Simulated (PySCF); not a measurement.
C2H2. Atoms are numbered in the order given.

```xyz
4

C      0.0000     0.0000     0.5982
C      0.0000     0.0000    -0.5982
H      0.0000     0.0000     1.6644
H      0.0000     0.0000    -1.6644
```
Charge 0, spin multiplicity 1.

Geometry optimised at ωB97X-D3(BJ)/def2-TZVPD.

These are PBE0/def2-TZVPD in PySCF values and carry that method's errors.

Mulliken values depend strongly on the basis, most of all with diffuse functions as here. ESP charges are fitted to the potential on shells at 1.4 to 2.0 van der Waals radii. Atomic charges (e):

| atom | Mulliken | ESP fit |
|---|---|---|
| C1 | -0.19 | -0.29 |
| C2 | -0.19 | -0.29 |
| H3 | 0.19 | 0.29 |
| H4 | 0.19 | 0.29 |
